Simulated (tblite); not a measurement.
C4H4PS (charge -1).
Bonds: P1–C2, C2–C3 (aromatic), C3–C4 (aromatic), C4–C5 (aromatic), C5–S6 (aromatic), C2–S6 (aromatic). Hydrogens: H7 on P1; H8 on C3; H9 on C4; H10 on C5.
Bond orders are those of one Lewis drawing.

Computed with GFN2-xTB (tblite), gas phase: L-BFGS steps from a force-field or distance-geometry start until the largest atomic force falls under 0.01 eV/Å.

Step 1: E = -449.6706 eV
```
atom  x, y, z in Å  |  force x, y, z in eV/Å
P1      2.6941   -0.1126    0.1175   -0.178  -0.933   0.040
C2      0.9004    0.0676    0.0240    1.020  -0.139   0.108
C3     -0.0208   -0.9934    0.0576    0.694   0.420  -0.059
C4     -1.3510   -0.5591   -0.0322   -0.139  -0.096   0.093
C5     -1.4834    0.7968   -0.1051   -0.116  -0.157  -0.040
S6      0.0629    1.5817   -0.0950   -0.073   0.333  -0.025
H7      3.4841    1.0805    0.0784   -1.381   0.013  -0.063
H8      0.3054   -2.0293    0.1352   -0.148   0.408  -0.040
H9     -2.2164   -1.2282   -0.0226    0.362   0.194  -0.010
H10    -2.3664    1.4009   -0.1803   -0.041  -0.042  -0.004
```

Step 2: E = -449.7648 eV
```
atom  x, y, z in Å  |  force x, y, z in eV/Å
P1      2.6875   -0.1362    0.1184    0.406  -0.688   0.052
C2      0.9354    0.0637    0.0271   -0.349   0.135   0.018
C3     -0.0140   -0.9821    0.0555    0.872   0.320  -0.017
C4     -1.3487   -0.5616   -0.0295    0.145   0.160   0.053
C5     -1.4905    0.7906   -0.1062    0.272   0.031  -0.023
S6      0.0608    1.5939   -0.0959    0.055  -0.140   0.009
H7      3.4500    1.0814    0.0768   -1.335  -0.155  -0.049
H8      0.3027   -2.0207    0.1344   -0.111   0.353  -0.037
H9     -2.2083   -1.2237   -0.0229    0.199  -0.021   0.004
H10    -2.3659    1.3992   -0.1802   -0.154   0.004  -0.010
```

Step 3: E = -449.8615 eV
```
atom  x, y, z in Å  |  force x, y, z in eV/Å
P1      2.6902   -0.1738    0.1204    0.710  -0.276   0.043
C2      0.9649    0.0635    0.0305   -1.106   0.356  -0.052
C3      0.0042   -0.9638    0.0529    0.599   0.021   0.031
C4     -1.3377   -0.5596   -0.0256    0.179   0.095   0.008
C5     -1.4935    0.7842   -0.1078    0.441   0.445  -0.022
S6      0.0600    1.6043   -0.0966    0.194  -0.397   0.033
H7      3.3876    1.0788    0.0742   -1.145  -0.324  -0.030
H8      0.2985   -2.0058    0.1328    0.011   0.233  -0.027
H9     -2.1973   -1.2205   -0.0230    0.227  -0.103   0.020
H10    -2.3680    1.3975   -0.1804   -0.110  -0.049  -0.003
```

Question: Estimate the geometry and energy of step 4. (The exact step hangs on the optimiser's Hessian estimate; all steps are aligned on step 3, rigid shifts and turns removed.)

Answer: E = -449.9583 eV, largest force 1.098 eV/Å
```
atom  x, y, z in Å  |  force x, y, z in eV/Å
P1      2.7050   -0.2227    0.1235    0.400   0.274   0.000
C2      0.9856    0.0700    0.0339   -1.035   0.358  -0.080
C3      0.0300   -0.9429    0.0501   -0.062  -0.237   0.065
C4     -1.3204   -0.5576   -0.0206    0.136   0.390  -0.070
C5     -1.4915    0.7865   -0.1103    0.604   0.315   0.014
S6      0.0631    1.6116   -0.0969    0.330  -0.439   0.045
H7      3.2919    1.0693    0.0705   -0.757  -0.415  -0.007
H8      0.2949   -1.9848    0.1306    0.218  -0.024  -0.004
H9     -2.1788   -1.2182   -0.0228    0.239  -0.173   0.036
H10    -2.3710    1.3934   -0.1805   -0.074  -0.048   0.001
```

The energy changes by -0.0968 eV. The first-order estimate −F·Δx gives -0.1443 eV and the mean of the old and new forces, exact on a quadratic surface, -0.0964 eV. The step makes an angle of 56° with the force vector and moves no atom by more than 0.096 Å.

Run on an Arm Neoverse V2 with one thread, shared host.
